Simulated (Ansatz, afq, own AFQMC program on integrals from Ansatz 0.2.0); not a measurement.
## Ge, triplet → Ge⁺, quartet

A free Ge atom.

E(quartet, charge +1) − E(triplet, charge +0) at this geometry, on UHF and UHF determinants.

Basis cc-pVQZ. Only valence electrons are correlated. AFQMC by an in-house program on the Cholesky factors that Ansatz 0.2.0 writes for its CCSD(T) run. ph-AFQMC/CISD is guided by a CISD state made of CCSD amplitudes; releasing the constraint for a short imaginary time cuts its bias at the price of noise, slowly where states lie close. Error bars are statistical, one sigma. No spin–orbit coupling. The errors of all members are added in quadrature.

Full CI on the same integrals is exact in this basis and with this determinant's frozen core.

Errors are counted within cc-pVQZ, not against nature.

Cautions: inner d shell frozen; no relativity below Rb; no spin-orbit coupling; Ge (triplet): the released energies have errors that jump between times, so the bars are unsure, so no released level is given (meV from the phaseless value at times in 1/Eh: -6 ± 5 at 0.24, -1.3 ± 0.9 at 0.51, -2.5 ± 0.7 at 0.99, -4.5 ± 1.2 at 1.62, -4.8 ± 0.8 at 2.40), though the last usable value meets full CI within the noise; Ge⁺ (quartet): another spin lies lower; this isn't the first ionization.

Reference (full CI): 311.2 kcal/mol.

```tsv
level	vertical ionization energy (kcal/mol)	error against FCI (kcal/mol)
HF	275.4	-35.8
MP2	303.4	-7.8
CCSD	309.6	-1.6
CCSD(T)	310.9	-0.3
ph-AFQMC/HF	309.7 ± 0.3	-1.5 ± 0.3
ph-AFQMC/CISD	311.1 ± 0.03	-0.1 ± 0.03
```

Correlation beyond CCSD(T) adds 0.3 kcal/mol. The perturbative (T) step is worth +1.3 kcal/mol.

A walk keeps the symmetry of its determinant, which the program's search chose and which needn't be the lowest solution, so a lower state of the same spin and another symmetry isn't excluded.
